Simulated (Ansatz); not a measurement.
A structure relaxed at PBE0-D4/def2-TZVP, charge 0, multiplicity 1:

```xyz
4

Cl    0.4968    1.2016    1.1519
B     0.0002   -0.0001   -0.0001
Cl    0.0645   -1.6846    0.4194
Cl   -0.5616    0.4830   -1.5713
```

Problem. Give its formula and SMILES.

Solution. BCl3, `ClB(Cl)Cl` (boron trichloride).

Problem. Point group (tolerance 0.08 Å, 0.16 Å for H)?

Solution. D3h.

Problem. Summarise the bond lengths by kind.

Solution. 3 × B–Cl 1.737 Å.

Computed with Ansatz.
